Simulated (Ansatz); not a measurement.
## Which is lower?

Two relaxed structures of CH3S2 (charge +1), closed shell (PBE0-D4/def2-TZVP; forces vanish, vibrations not checked).

A:

| atom | x (Å) | y (Å) | z (Å) |
| --- | --- | --- | --- |
| C1 | -0.1902 | -0.4240 | -0.3703 |
| S2 | 1.0857 | -0.9822 | -1.2712 |
| S3 | -0.3918 | 0.0165 | 1.2161 |
| H4 | -1.1067 | -0.3236 | -0.9549 |
| H5 | 2.0285 | -0.9960 | -0.3034 |
| H6 | 0.8667 | -0.2107 | 1.6526 |

B:

C1  (-0.350, 0.053, -0.544)
S2  (1.054, -1.041, -0.489)
S3  (0.021, -0.425, 1.164)
H4  (-1.294, -0.365, -0.882)
H5  (-0.166, 1.100, -0.766)
H6  (0.735, 0.678, 1.516)
(Å)

Program: Ansatz 0.2.0. Basis: def2-TZVPP. Cores are frozen in the correlated methods. B3LYP uses VWN-RPA correlation.

(1) Which structure is lower at CCSD(T), and by how much? (An estimate is asked for; the value comes from the calculation.)

T1 diagnostic: at most 0.020.

Answers

(1) The calculation gives: A, by 12.29 kcal/mol (electronic energy, against the other). By their contacts, A is CH₃S₂ ([SH][CH][SH]), total charge +1 and B is CH₃S₂ ([CH2]1[S][SH]1), total charge +1.

All methods give the same order:

```json
{"method": "PBE-D4", "E(B) − E(A) (kcal/mol)": "12.66"}
{"method": "r2SCAN-D4", "E(B) − E(A) (kcal/mol)": "13.63"}
{"method": "PBE0-D4", "E(B) − E(A) (kcal/mol)": "10.70"}
{"method": "B3LYP-D4", "E(B) − E(A) (kcal/mol)": "15.45"}
{"method": "wB97M-V", "E(B) − E(A) (kcal/mol)": "11.18"}
{"method": "HF", "E(B) − E(A) (kcal/mol)": "14.90"}
{"method": "MP2", "E(B) − E(A) (kcal/mol)": "10.03"}
{"method": "CCSD", "E(B) − E(A) (kcal/mol)": "12.01"}
{"method": "CCSD(T)", "E(B) − E(A) (kcal/mol)": "12.29"}
```

Labels in which every atom is bracketed show which atoms are joined, not bond orders.

For scale, one of the runs: CCSD(T)/def2-TZVPP, 157 basis functions, launched by `ansatz run in.yaml --threads 2 --pin off --events-out ev --progress --plain --max-ram 4352MiB`. Hardware: 2 CPU threads of an Intel Xeon Platinum 8488C, shared host. Wall time 10 s; peak host memory 1 GiB.
